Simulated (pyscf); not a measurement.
PySCF, gas phase, ωB97X-D3(BJ)/def2-SVP geometries.

Question: HN=Si(Cl)–Cl + hydrogen (H₂) → H₂N–SiH(Cl)–Cl
Surface: singlet. Broken: H–H. Formed: H–N, H–Si. Give ΔE‡ and ΔE from ωB97M-D3(BJ)/def2-TZVP, relative to the separated reactants.

Answer: ΔE‡ = 0.71 eV, ΔE = -2.76 eV. Zero-point energy shifts the barrier by +0.12 eV. It is an addition across a multiple bond or ene-type step, with an imaginary mode of 1021i cm⁻¹. At the saddle there is also a short H–Si contact that neither side keeps. One saddle was located; it need not be the lowest between these sides.
